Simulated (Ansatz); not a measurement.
`NBCl` + Cl• → `N[B]Cl`• + HCl at 600 K and 1 bar (hydrogen abstraction from a B–H bond).

Gas-phase electronic energies from Ansatz, PBE0-D4/def2-TZVP geometries. CBS: MP2 limit from def2 TZ/QZ plus the TZ coupled-cluster correction, frozen cores. This one scheme is used for every species, atoms too. No spin–orbit coupling; open shells (•) take unrestricted orbitals. Spin–orbit coupling would lower the free atoms: a little for Cl. Each species was taken in one conformer, which may not be the lowest.

```csv
species,CCSD(T)/CBS energy (Eh),H − E (kJ/mol),S (J/(mol·K))
`NBCl`,-541.16722,143.2,318.2
Cl•,-459.70966,12.5,182.8
`N[B]Cl`•,-540.48772,112.3,316.7
HCl,-460.38127,35.4,207.2
```

H − E and S are ideal-gas, rigid-rotor, harmonic terms from PBE0-D4/def2-TZVP, for one conformer and one mirror image of each species, with the whole ground term of open shells counted as degenerate. 1 Eh = 2625.50 kJ/mol, R = 8.31446 J/(mol·K).

Q: By hand: ΔE, ΔH, ΔS and ΔG.

A: ΔE = (-540.48772) + (-460.38127) − (-541.16722) − (-459.70966) = 0.00789 Eh = 20.7 kJ/mol. Δ(H − E) = 112.3 + 35.4 − 143.2 − 12.5 = -8.0, so ΔH = 12.7 kJ/mol. ΔS = 316.7 + 207.2 − 318.2 − 182.8 = 22.9 J/(mol·K). ΔG = 12.7 − 600 × (22.9)/1000 = -1.0 kJ/mol.

Q: By hand: the equilibrium constant, and the temperature at which ΔG would vanish if ΔH and ΔS stayed fixed.

A: log₁₀ K = −ΔG/(RT ln 10) = 0.1. ΔG = 0 at ΔH/ΔS = 555 K.

TΔS isn't small against ΔH here. The sign of ΔG lies within the doubt. A doubt of 5 kJ/mol in ΔE shifts log₁₀ K by 0.4 here. Other conformers and mirror images would add mixing entropy, several J/(mol·K) or more a flexible species. These are equilibria of isolated gas molecules and say nothing of rates. Largest T1 diagnostic: 0.014 (customary marks: 0.02 for closed shells, 0.045 for open ones).
